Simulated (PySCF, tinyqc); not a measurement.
Orbital energy against energy difference: ionisation energy by orbital energies and by energy differences in the cc-pvdz basis, for BH, spin multiplicity 1. Computed by the program tinyqc with PySCF. The cation is unrestricted; errors are against CCSD(T) in this basis, not against experiment.

Geometry (angstrom):
```
atom       x       y       z
B     0.0000  0.0000  0.0000
H     0.0000  0.0000  1.1860
```

CCSD(T) difference in the same basis = 9.5761 eV

IP-EOM-CCSD = 9.6037 eV

First vertical ionisation energy (eV):
```
method     -e(HOMO)  E(cation) - E  error of -e(HOMO)  error of the difference
HF            9.342        8.38332             -0.234                   -1.193
LDA           5.259        9.60826             -4.317                    0.032
B3LYP         6.308        9.65220             -3.268                    0.076
PBE0          6.491        9.47886             -3.085                   -0.097
CAM-B3LYP     7.888        9.62639             -1.688                    0.050
LC-wPBE       9.314        9.54316             -0.262                   -0.033
```

Estimate the missing row, method = PBE.

Computed row:
```
method  -e(HOMO)  E(cation) - E  error of -e(HOMO)  error of the difference
PBE        5.288        9.52392             -4.288                   -0.052
```

Koopmans errs by -0.23 eV and Delta-HF by -1.19 eV: relaxation, 0.96 eV, lowers the value and the missing correlation difference works against it. The PBE level is off by -4.3 eV through the wrong tail of its potential, though its energy difference is off by -0.05 eV; exact exchange deepens the level, and among the orbital energies HF comes closest; among the differences LDA does. The restricted reference is unstable here: a spin-polarised solution lies 0.0066 hartree lower (PySCF), so results built on it describe a poor reference.
